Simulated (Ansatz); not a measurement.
# AlN (triplet): RPA-PBE over vertical spin and charge gaps, 6-31G

How well do these functionals follow the top wave-function level for AlN (triplet) over vertical spin and charge gaps?

Computed with Ansatz 0.2.0, Gaussian basis. Level: 6-31G, all electrons in the functionals, frozen cores in the correlation of double hybrids and RPA.

Plan: RPA-PBE, at charge 0, triplet; charge 0, singlet; charge 0, quintet; charge 1, doublet; charge 1, quartet.

23 further runs of the same task are left out: 8 that didn't finish, 15 set aside as unsound or not needed.

## Step 1: The system

The geometry is a PBE0/def2-TZVP stationary point (not a proven minimum).

2 atoms, charge 0, spin multiplicity 3.

Atoms are counted from 1 here; the program's logs count them from 0.

Bond lengths: Al1–N2 1.789 Å.

No dispersion term is added.

The geometry shown and the zero of energy belong to the point charge 0, triplet. The yardstick, FCI, and other wave-function levels (R restricted, U unrestricted, valence and pair active spaces) come from earlier runs.

## Step 2: RPA-PBE, charge 0, triplet

Input file in.yaml:

```yaml
crystal:
  periodic: [false, false, false]
  atoms:
    - {symbol: Al, position_ang: [0.000000, 0.000000, 0.000000]}
    - {symbol: N, position_ang: [0.000000, 0.000000, 1.789283]}
basis:
  gaussian: {orbitals: 6-31G}
magnetization: {spin_polarized: true, initial_magnetization: 2}
hamiltonian: {xc: {name: PBE}}
correlation: {method: rpa, electrons: outside_noble_gas}
```

Run with:

```
$ ansatz run in.yaml --threads 1 --pin off --events-out ev --progress --plain --max-ram 2393MiB
```

After this run come: RPA-PBE, charge 0, singlet; RPA-PBE, charge 0, quintet; RPA-PBE, charge 1, doublet; RPA-PBE, charge 1, quartet.

Before running them: what should the planned runs give, taken together? Wanted: triplet to singlet, FCI; triplet to quintet, FCI; ionisation to the doublet cation, FCI; ionisation to the quartet cation, FCI; largest miss, RPA-PBE.

As calculated:

| quantity | value |
| --- | --- |
| triplet to singlet, FCI | 41.2 kJ/mol |
| triplet to quintet, FCI | 257.1 kJ/mol |
| ionisation to the doublet cation, FCI | 849.0 kJ/mol |
| ionisation to the quartet cation, FCI | 779.5 kJ/mol |
| largest miss, RPA-PBE | +8.7 kJ/mol (ionisation to the quartet cation) |

**Reading.** RPA-PBE strays by up to 8.7 kJ/mol, at ionisation to the quartet cation. RPA-PBE clearly breaks the spin symmetry at some points (⟨S²⟩ up to 1.01 above the pure value), so energy there is bought with a mixed spin. Functionals and the yardstick converge differently with the basis, so part of each miss in 6-31G is the basis.
